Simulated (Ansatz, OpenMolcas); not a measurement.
How methods differ on [PH2]− (phosphanide)

[PH2]−: 3 atoms, total charge -1, spin state singlet. SMILES: `[PH2-]`. Geometry: relaxed at GFN2-xTB.

```jsonl
{"atom": "P", "x (Å)": "0.4989", "y (Å)": "-0.2936", "z (Å)": "0.2450"}
{"atom": "H", "x (Å)": "0.1056", "y (Å)": "0.9902", "z (Å)": "0.1651"}
{"atom": "H", "x (Å)": "-0.6045", "y (Å)": "-0.6966", "z (Å)": "-0.4102"}
```

Quantity: the energy change with the P1–H2 bond stretched from 1.345 to 2.018 Å, in eV. The values are calculated.

| level | kind | program | value (eV) | less CCSD(T)/6-31G* | CPU time (all runs) |
| --- | --- | --- | --- | --- | --- |
| SVWN5/6-31G* (spherical functions) (restricted) | LDA | Ansatz | 1.08 | 0.00 | 0.92 s |
| revPBE/6-31G* (spherical functions) (restricted) | GGA | Ansatz | 1.02 | -0.06 | 1.3 s |
| r2SCAN/6-31G* (spherical functions) (restricted) | meta-GGA | Ansatz | 1.17 | +0.09 | 3.1 s |
| r2SCAN0/6-31G* (spherical functions) (restricted) | hybrid meta-GGA | Ansatz | 1.28 | +0.20 | 3.2 s |
| wB97M-V/6-31G* (spherical functions) (restricted) | range-separated hybrid | Ansatz | 1.22 | +0.14 | 14 s |
| B2PLYP/6-31G* (spherical functions) (restricted) | double hybrid | Ansatz | 1.20 | +0.12 | 1.9 s |
| MP2/6-31G* (spherical functions) (restricted) | perturbation theory | Ansatz | 1.30 | +0.22 | 0.27 s |
| CCSD(T)/6-31G* (spherical functions) (restricted) | coupled cluster or CI | Ansatz | 1.08 | 0.00 | 0.48 s |
| FCI/3-21G | exact in the basis | OpenMolcas | 0.74 | -0.34 | 15 s |

CCSD(T)/6-31G* (spherical functions) (restricted) is the highest level here, not the true value. Its T1 diagnostic reaches 0.021, a sign that one reference may not serve. Sets without diffuse functions describe the anion poorly. The first shape isn't each level's own minimum. The values span 0.74 to 1.30 eV. High-level rows in very small sets aren't better than simpler rows in larger ones. CPU times are rough (shared hosts, several kinds of processor): they show what a rung costs within a factor of a few.
